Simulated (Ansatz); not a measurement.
```xyz
10

N    -0.993   -1.573    0.320
C    -0.525   -0.400    0.324
S    -0.789    0.786    1.608
C     0.273    0.070   -0.873
O     1.334    0.941   -0.569
H    -1.559   -1.777    1.142
H     0.042    1.710    1.094
H     0.602   -0.827   -1.407
H    -0.402    0.628   -1.529
H     2.017    0.443   -0.110
```

Total charge 0; spin multiplicity 1.

List the PBE/def2-TZVPP orbital energies in eV (Ansatz). (Best estimate.)

The calculation gave: Occupied: -2396.18, -510.94, -380.23, -271.02, -270.68, -209.13, -155.29, -155.19, -155.05, -26.33, -23.01, -19.08, -17.79, -14.43, -12.77, -11.87, -11.56, -11.45, -9.00, -8.67, -8.38, -7.26, -6.34, -6.18. Lowest empty: -1.47, -0.63, -0.04, 0.96, 1.30, 1.80, 2.43, 2.91.
